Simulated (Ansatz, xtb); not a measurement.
# Relaxing a trial structure of CH4B2

The starting geometry of this gas-phase triplet was built from a drawn formula by distance geometry and a force field; its bonds are those of `[B]CB`.

```yaml
atoms:
  - { symbol: C, position_ang: [-1.0892, -0.5909, -0.6723] }
  - { symbol: B, position_ang: [-1.1045, -1.6801, -1.8231] }
  - { symbol: B, position_ang: [0.0845, 0.4636, -1.0028] }
  - { symbol: H, position_ang: [-2.0543, -0.0796, -0.5870] }
  - { symbol: H, position_ang: [-0.8565, -1.1040, 0.3104] }
  - { symbol: H, position_ang: [-0.1332, 1.5741, -1.0910] }
  - { symbol: H, position_ang: [1.2106, 0.1219, -1.0518] }
```

Question: Predict what becomes of its bonds when it is optimised with r2SCAN-D4/def2-SVP.

Answer: New bonds form, giving a structure with H6 bridging B2 and B3, given below by its coordinates. Distances that change by over a tenth: B3–H6 (1.14 → 1.39 Å). Contacts that close: B2–B3 (2.59 → 1.69 Å), B2–H6 (3.47 → 1.31 Å).

The energy falls by 1.49 eV over 19 steps:

| step | E − E(last) (eV) |
| --- | --- |
| 1 | 1.489 |
| 3 | 1.090 |
| 5 | 0.673 |
| 7 | 0.598 |
| 9 | 0.576 |
| 11 | 0.354 |
| 13 | 0.044 |
| 15 | 0.013 |
| 17 | 0.000 |
| 19 | 0.000 |

Final geometry (Å):

```xyz
7

C    -1.1583   -0.6101   -0.4624
B    -1.0097   -0.3448   -1.9756
B     0.1382    0.1602   -0.8451
H    -1.9541   -0.0732    0.0895
H    -1.0439   -1.6329   -0.0706
H    -0.1008    0.5773   -2.1464
H     1.1861    0.6285   -0.5070
```

From the same start GFN2-xTB ends elsewhere, at `[B+]1[BH2-]C1`.

No frequencies were run, so the end isn't proven a minimum. Open shells are spin-unrestricted. The triplet needn't be the ground state. Run with Ansatz 0.2.0, 42 s on 2 threads of Arm Neoverse V2, with other jobs on the host.
